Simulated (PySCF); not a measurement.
Calculated NMR parameters of C=C=CC(F)F

* Formula: C4H4F2
* SMILES: C=C=CC(F)F
* Point group of the computed structure: Cs
* Degrees of unsaturation: 2
* Carbon signals: 4
* Proton signals: 3

Atom-mapped SMILES (the numbers label the heavy atoms): `[CH2:1]=[C:2]=[CH:3][CH:4]([F:5])[F:6]`. Each H is labelled by its parent atom.

Relativity neglected, rapidly exchanging positions averaged, one conformer, gas phase. GIAO PBE0/pcSseg-1 shieldings; geometry: GFN2-xTB; PySCF.

Chemical shifts δ = σref − σ; TMS for ¹H, ¹³C; CFCl3 for ¹⁹F, all at this level.

```tsv
carbon	δC, type	δH (multiplicity)	HMBC from (2–3 bonds)	span of the C tensor (ppm)
C1	82.6, CH2	5.28 (m)	H(C3)	159
C2	222.9, C	–	H(C4), H(C3), H(C1)	61
C3	94.2, CH	5.71 (m)	H(C4), H(C1)	135
C4	123.2, CH	6.44 (m)	H(C3)	33
```

Other nuclei:
| atoms | nucleus | environment | δ (ppm) | σ (ppm) |
| --- | --- | --- | --- | --- |
| F5/F6 | ¹⁹F | fluorine of a CF2 group | -121.5 | 292.5 |

Carbon types of the structure: 1 × C, 2 × CH, 1 × CH2, which accounts for all hydrogens. δC 222.9: central carbon of an allene; the central sp carbon of an allene is among the most deshielded carbons of hydrocarbons. δC 123.2: allylic sp3 CH bonded to 2 F; 2 electronegative neighbours deshield it. δC 94.2, 82.6: terminal carbon of a cumulated C=C=C unit. δH 6.44: hydrogen on an allylic sp3 CH bonded to 2 F; its carbon carries F, hence the downfield position. δH 5.71, 5.28: hydrogen on a terminal carbon of a cumulated C=C=C unit; a vinylic proton, deshielded by the sp2 carbon and the C=C anisotropy.

Splittings by ¹⁹F in the carbon and heteronuclear signals aren't shown, as no couplings were computed. Shifts are as computed. Against solution values, carbons near 30 ppm lie about +3 ppm off and those near 130 ppm about +5 ppm (rms about the fit 2.1 ppm; single classes can miss by 10 ppm). Of 1328 compounds with measured shifts, 309 miss one by over three times the rms of a fit or turn the order of signals round; such compounds aren't used in these exercises. Signals without a measured value on file couldn't be tested in this way; 1H shifts scatter by 0.2 ppm about their fit, and single ones miss by 0.5 ppm. Unscaled 19F shifts against computed CFCl3 carry errors that often reach 10 to 50 ppm. Multiplicities follow the n + 1 count of equivalent neighbours, as no J values were calculated; m marks all less simple cases, F and P coupling included.
